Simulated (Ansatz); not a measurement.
**How far each method lies from full CI for H$_{2}$Se, singlet**

Geometry: a point of a bend scan, not a stationary point.

```xyz
3

Se    0.0000   -0.0216    0.0000
H     0.0000    0.8447   -1.1837
H     0.0000    0.8447    1.1837
```

Basis cc-pVDZ; Ansatz 0.2.0. Only valence electrons are correlated (noble-gas cores and the filled d shells of p-block atoms frozen), which leaves 8 electrons in 23 orbitals. R marks a restricted (for open shells ROHF) determinant. Active spaces: pair = (2e, 2o) about the gap; valence = (8e, 6o) chosen from the atoms' valence shells. No spin–orbit coupling is included, and no scalar relativity.

Full CI is exact within this basis and frozen core; it isn't the basis-set limit.

The UHF ⟨S²⟩ is 0.000. The T1 diagnostic (RCCSD) is 0.0075 and the largest doubles amplitude (RCCSD) is 0.053.

```json
{"level": "RHF", "E − E(full CI) (meV)": "4150", "share of correlation (%)": "0.00", "wall time": "–"}
{"level": "RMP2", "E − E(full CI) (meV)": "690", "share of correlation (%)": "83.38", "wall time": "–"}
{"level": "CISD", "E − E(full CI) (meV)": "277", "share of correlation (%)": "93.32", "wall time": "0.63 s"}
{"level": "RCCSD", "E − E(full CI) (meV)": "96", "share of correlation (%)": "97.68", "wall time": "–"}
{"level": "RCCSD(T)", "E − E(full CI) (meV)": "17", "share of correlation (%)": "99.59", "wall time": "0.42 s"}
{"level": "BCCD(T)", "E − E(full CI) (meV)": "17", "share of correlation (%)": "99.60", "wall time": "0.46 s"}
{"level": "RCCSDT", "E − E(full CI) (meV)": "6", "share of correlation (%)": "99.86", "wall time": "–"}
{"level": "RCCSDT(Q)", "E − E(full CI) (meV)": "1", "share of correlation (%)": "99.98", "wall time": "1.1 s"}
{"level": "RCCSDTQ", "E − E(full CI) (meV)": "0", "share of correlation (%)": "99.99", "wall time": "8.5 s"}
{"level": "CASSCF (pair space)", "E − E(full CI) (meV)": "3708", "share of correlation (%)": "10.63", "wall time": "–"}
{"level": "NEVPT2 (pair space)", "E − E(full CI) (meV)": "667", "share of correlation (%)": "83.93", "wall time": "0.84 s"}
{"level": "MRCISD (pair space)", "E − E(full CI) (meV)": "216", "share of correlation (%)": "94.79", "wall time": "–"}
{"level": "MRCISD+Q (pair space)", "E − E(full CI) (meV)": "-13", "share of correlation (%)": "100.31", "wall time": "1.2 s"}
{"level": "CASSCF (valence space)", "E − E(full CI) (meV)": "3165", "share of correlation (%)": "23.73", "wall time": "–"}
{"level": "NEVPT2 (valence space)", "E − E(full CI) (meV)": "717", "share of correlation (%)": "82.72", "wall time": "0.84 s"}
{"level": "MRCISD (valence space)", "E − E(full CI) (meV)": "152", "share of correlation (%)": "96.35", "wall time": "–"}
{"level": "MRCISD+Q (valence space)", "E − E(full CI) (meV)": "-7", "share of correlation (%)": "100.18", "wall time": "1.2 s"}
```

The correlation energy at full CI, counted from RHF, is -4.150 eV. That run took 56 s on 1 thread of AMD EPYC 7B13, shared host over 19,604,169 determinants.

Times hold each run's SCF and search for its determinant on a shared host, so for small cases they say little of a method's own cost; they ran on 1 thread of AMD EPYC 7B13.

More than 5 meV below full CI, which no variational method can be: MRCISD+Q (pair space), MRCISD+Q (valence space).

The full-CI state has the irrep A1 of C2v, in the program's axes.

Natural occupations of full CI about the gap: 1.977 1.957 1.950 1.946 0.040 0.039 0.015 0.014 0.012 0.011; effectively unpaired electrons, Σ n²(2−n)², 0.05.
